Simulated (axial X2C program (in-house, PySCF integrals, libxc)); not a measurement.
# Worked dissociation energy of LiSi⁺: CCSD(T), with spin–orbit coupling

Computed with an in-house all-electron X2C program for linear molecules (integrals from PySCF). Two-component (2c) means X2C with spin–orbit coupling and atomic mean-field two-electron Coulomb and Gaunt terms. Basis: Si dyall-v3z [8s7p2d1f], Li dyall-cv3z [7s8p2d] (cores contracted in-house); Gaussian nuclei, density fitting, unrestricted open shells. Masses: Si 27.977 u, Li 7.016 u.

Molecular state: Ω = 2 (⟨Sz⟩ = 1.00, ⟨Lz⟩ = 1.00 at HF).

Correlated methods: 4 electrons correlated (number of frozen shells: Si 2 s, 1 p; Li 1 s), 144 virtual spin orbitals or spinors in MP2, 50 natural virtuals in coupled cluster.

```
E(Si) (2M_J = 2)  : -289.503675 hartree
E(Li+) (2M_J = 0) : -7.236943 hartree
E(LiSi⁺) at Re    : -296.766327 hartree
ωe                : 260.4 cm⁻¹
ωexe              : 2.7 cm⁻¹
```

(1) Work out De and D0.

One determinant describes the state; a PBE0 search over occupations chose it and may have missed a lower one. Dissociation energies refer to the lowest single-determinant-based atoms at the same level and basis. CCSD and (T) use frozen natural virtuals with an MP2 correction for the truncation; (T) itself is uncorrected, so its De runs slightly low. The 2c atoms are single determinants rather than J levels; their spin–orbit lowering is only partly caught, and De is too large by that part. This holds for CCSD(T). PBE0 can misorder states that lie within some tenths of an eV, so this need not be the ground state of the molecule. The nearest other 2c determinant of the search, Ω = 1, lies 0.26 eV up at the distance of the search. With several unpaired electrons one determinant need not be a pure state. Open-shell Ω = 0 determinants with evenly filled partner blocks cannot be reached by this program, so the Ω shown need not be the lowest component.

Each atomic determinant is the lowest at this level and need not be a pure J level. Totals compare only within one Hamiltonian and basis.

## Answers

(1) De = -289.503675 + (-7.236943) − (-296.766327) = 0.02571 hartree = 0.700 eV. The zero-point energy is ωe/2 − ωexe/4 = 130 cm⁻¹ = 0.016 eV, so D0 = 0.684 eV.
